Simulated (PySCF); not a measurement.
Gas-phase reaction: Al(CH₃)Cl₂ + H = AlHCl₂ + CH₃

Method: PySCF energies plus ideal-gas RRHO corrections (1 bar). † marks an energy on the PBE0/def2-TZVP geometry and frequencies; other levels use their own. MP2 and CCSD(T) freeze the core. 6-31G* has spherical d functions here. Open shells (unrestricted): H (multiplicity 2), CH₃ (multiplicity 2); the rest are closed-shell singlets. Methyl groups turn as free rotors in Al(CH₃)Cl₂. Al(CH₃)Cl₂, AlHCl₂: computed as isolated molecules; such fragments, hydroxides, amides, oligomers or adducts are transient or little studied in the gas. MP2 isn't extrapolated to the basis-set limit; its ΔH°(298 K) is 17.2 kJ in def2-SVP and 17.9 kJ in def2-TZVPP. CCSD(T) isn't extrapolated to the basis-set limit; its ΔH°(298 K) is -5.1 kJ in def2-SVP and -4.8 kJ in def2-TZVPP. The harmonic model lacks anharmonicity and excited electronic states, which grow with temperature; levels with a mode under 35 cm⁻¹ are left out.

```tsv
level	ΔE electronic, kJ	ΔH°(298 K), kJ	ΔS°(298 K), J/K	ΔG°(1000 K), kJ
CCSD(T)/def2-SVP†	-7	-5	35	-36
HF/6-31G*	-29	-28	39	-64
MP2/def2-SVP†	15	17	35	-14
PBE0/def2-QZVP†	0	3	35	-28
PBE0/def2-TZVP	1	3	35	-28
r2SCAN/def2-TZVP†	-13	-11	35	-42
LDA/def2-TZVP†	29	31	35	1
ωB97X-V/def2-TZVP†	1	3	35	-28
```
ΔH° is lowest at HF/6-31G* and highest at LDA/def2-TZVP†. No reference value is set beside these.
